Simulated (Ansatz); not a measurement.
## Match the barriers

Saddle point of CH4NO, doublet (CH₂O ([CH2][O]) + NH₂ → CH₄NO ([CH2][O][NH2]); bonds formed: O1–N3), PBE0-D4/def2-TZVP structure:

```
7
angstrom
O -0.5811 -0.2314 0.2728
C -0.4416 -0.6659 -0.9161
N 0.7129 0.7435 0.7890
H 0.4250 -1.2699 -1.1890
H -1.1390 -0.3379 -1.6896
H 0.8966 0.2341 1.6538
H 0.1272 1.5275 1.0790
```

Computed with Ansatz 0.2.0 (basis: def2-TZVPP, with def2-QZVPP for the basis limit); correlated methods freeze the cores; orbitals are unrestricted. B3LYP uses VWN-RPA correlation. Extrapolation: Hartree–Fock as exp(−7.88 √X), correlation as X^−2.97. Four methods, as single points on the PBE0-D4 structures, gave these electronic barriers from the start structure: 82.8, 105.1, 128.2, 180.9 kJ/mol.

Question: The methods were, in alphabetical order, B3LYP-D4, BLYP-D4, CCSD(T), HF. Which gave which? (A judgement: the text doesn't fix the answer.)

Answer: By the calculation: BLYP-D4 82.8; B3LYP-D4 105.1; CCSD(T) 128.2; HF 180.9 kJ/mol. For comparison, CCSD(T) at an estimated basis limit (MP2 extrapolated from triple and quadruple zeta, plus CCSD(T) − MP2 in triple zeta) gives 126.4 kJ/mol.

The T1 diagnostic stays at or below 0.040. ⟨S²⟩ of the unrestricted Hartree–Fock references: 0.76 to 1.04 (a pure state has 0.75). The unrestricted reference is spin-contaminated, which hurts MP2 most.

Labels in which every atom is bracketed show which atoms are joined, not bond orders.

For scale, one of the runs: CCSD(T)/def2-TZVPP, 149 basis functions, launched by `ansatz run in.yaml --threads 2 --pin off --events-out ev --progress --plain --max-ram 4352MiB`. Time: 81 s of wall clock on 2 CPU threads of an Arm Neoverse V2; the host was shared. Peak host memory: 2.4 GiB.
